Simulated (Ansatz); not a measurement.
in.yaml

```yaml
crystal:
  periodic: [false, false, false]
  atoms:
    - {symbol: Al, position_ang: [0.051967, 0.002448, 0.572347]}
    - {symbol: C, position_ang: [-0.112907, 0.010822, -1.305535]}
    - {symbol: H, position_ang: [-0.036287, 1.360438, 1.349008]}
    - {symbol: H, position_ang: [0.046822, -1.458912, 1.367222]}
    - {symbol: H, position_ang: [-0.056237, -0.096005, -2.480509]}
basis:
  gaussian: {orbitals: STO-3G}
magnetization: {spin_polarized: false, initial_magnetization: 2}
correlation: {active_space: {window: {electrons: 4, orbitals: 8}, fixed_orbitals: true}}
accuracy: high
```

```sh
$ ansatz run in.yaml --threads 1 --pin off --events-out ev --progress --plain --max-ram 2393MiB
```

Log:

```
287 factors; integrals over basis functions are off by at most 2.8e-8 eV
mean field evaluation 1: about -7564.2636 eV, gradient 1.3e1 eV
mean field evaluation 2: about -7564.2646 eV, gradient 1.3e1 eV
mean field evaluation 4: about -7565.2372 eV, gradient 9.5e-1 eV
mean field evaluation 8: about -7565.2448 eV, gradient 1.5e-2 eV
mean field -7565.24476347 eV, -278.0176171503 hartree, gradient 4.6e-8 eV, S^2 2.000000; 0 other end points of the search recorded, 0 dependent functions left out
reference -7565.24476347 eV, -278.0176171503 hartree; 12, 10 occupied and 5, 7 virtual orbitals, 287 factors
state -7565.62622426 eV, -278.0316355760 hartree
Total energy: -7565.62622426 eV, -278.0316355760 hartree
```

Natural occupations: 1.9762 1.0000 0.9995 0.0213 0.0021 0.0005 0.0004 0.0000.

Ran on 1 thread of Intel Xeon Platinum 8259CL, shared host: 0.18 s wall, 0.09 GiB peak host memory.
